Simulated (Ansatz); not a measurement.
# CH2Li (quartet): the correlation ladder, def2-TZVPP

An exercise on one series of results from a longer session: the logs are not shown, and one member is left open.

Method: def2-TZVPP, core rule «outside noble gas», up to 2 orbitals frozen; program: Ansatz 0.2.0, Gaussian basis.

To be run: UHF; ROHF; CCSD(T) on UHF.

2 further runs of the same task are left out: 2 set aside as unsound or not needed.

## What is computed

The geometry is a PBE0/def2-TZVP stationary point (not a proven minimum) of the parent state, kept for this charge and spin.

4 atoms, charge 0, spin multiplicity 4.

Atoms are counted from 1 here; the program's logs count them from 0.

Bond lengths: C1–Li2 1.909 Å, C1–H3 1.100 Å, C1–H4 1.100 Å. Angles: Li2–C1–H3 127.2°, Li2–C1–H4 127.2°, H3–C1–H4 105.6°.

Geometry (Å):

```xyz
4
CH2Li
C     0.0000    0.0000    0.5680
Li    0.0000    0.0000   -1.3410
H     0.0000    0.8762    1.2331
H     0.0000   -0.8762    1.2331
```

Set-up of the first run:

in.yaml

```yaml
crystal:
  periodic: [false, false, false]
  atoms:
    - {symbol: C, position_ang: [0.000000, 0.000000, 0.568010]}
    - {symbol: Li, position_ang: [0.000000, 0.000000, -1.341005]}
    - {symbol: H, position_ang: [0.000000, 0.876160, 1.233065]}
    - {symbol: H, position_ang: [0.000000, -0.876160, 1.233065]}
basis:
  gaussian: {orbitals: def2-TZVPP}
magnetization: {spin_polarized: true, initial_magnetization: 3}
hamiltonian: {xc: hf}
output: {orbitals: {seedname: orbitals}}
```

Command:

```
$ ansatz run in.yaml --threads 1 --pin off --events-out ev --progress --plain --max-ram 3968MiB --backend cpu
```

Among the steps run: UHF; ROHF; CCSD(T) on UHF.

One table of the session follows, with a row left open; its other results are not shown here.

```
  method  from UCCSD(T) (kJ/mol)
    ROHF                  +387.4
     UHF                       ?
    UMP2                   +61.9
   UCCSD                    +9.7
UCCSD(T)                       0
```

Estimate the missing values for UHF.

The run gave: from UCCSD(T) (kJ/mol): +376.6. In the column «from UCCSD(T) (kJ/mol)» it lies between UMP2 (+61.9) and ROHF (+387.4).
